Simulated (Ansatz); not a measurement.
**Which is lower?**

The two ends of one reaction step of CH9NSi, singlet (PBE0-D4/def2-TZVP).

A:

Si1  (-1.446, 0.619, -0.847)
C2  (1.348, -1.487, 1.085)
H3  (-2.590, 1.241, -1.578)
H4  (-1.953, 0.171, 0.475)
H5  (-0.985, -0.544, -1.648)
H6  (1.199, -0.479, 0.698)
N7  (-0.089, 1.643, -0.572)
H8  (1.600, -1.440, 2.145)
H9  (2.159, -1.972, 0.542)
H10  (0.432, -2.064, 0.957)
H11  (0.490, 1.915, -1.350)
H12  (-0.166, 2.398, 0.091)
(Å)

B:

```
12
angstrom
Si -1.1021 -0.7594 -0.4363
C 0.4158 -1.5368 0.3216
H -0.7754 -0.0154 -1.6835
H -1.7708 0.1772 0.5077
H -2.1015 -1.8059 -0.7989
H 1.6509 2.4257 0.5178
N 0.8044 1.9728 0.1956
H 1.1243 -0.7472 0.5769
H 0.8902 -2.2286 -0.3780
H 0.1593 -2.0916 1.2268
H 0.6703 2.2418 -0.7715
H 0.0344 2.3675 0.7218
```

Ansatz 0.2.0; basis: def2-TZVPP; cores frozen in the correlated methods. B3LYP uses VWN-RPA correlation.

Question: Which structure is lower at CCSD(T), and by how much? (To be estimated.)

Answer: By the calculation: A, by 9.96 kcal/mol (electronic energy, against the other). By their contacts, A is a complex of SiNH₅ ([NH2][SiH3]) + CH₄ and B is a complex of CH₆Si ([CH3][SiH3]) + NH₃.

All methods give the same order:

| method | E(B) − E(A) (kcal/mol) |
| --- | --- |
| SPW92 | 8.13 |
| PBE-D4 | 8.47 |
| BLYP-D4 | 10.12 |
| r2SCAN-D4 | 9.84 |
| B97M-V | 9.62 |
| PBE0-D4 | 9.04 |
| B3LYP-D4 | 10.51 |
| r2SCAN0-D4 | 10.03 |
| BHLYP-D4 | 11.24 |
| CAM-B3LYP-D4 | 10.94 |
| wB97X-V | 9.95 |
| wB97M-V | 9.69 |
| B2PLYP | 10.95 |
| PBE-QIDH | 9.95 |
| RPA on PBE | 10.02 |
| HF | 13.10 |
| MP2 | 10.46 |
| CCSD | 10.33 |
| CCSD(T) | 9.96 |

No T1 diagnostic of these runs exceeds 0.009.

Labels in which every atom is bracketed show which atoms are joined, not bond orders.

For scale, one of the runs: CCSD(T)/def2-TZVPP, 230 basis functions (an equivalent command: `ansatz run in.yaml --threads 4`). Time: 63 s of wall clock on 4 CPU threads; the host was shared. Peak host memory: 3.9 GiB.
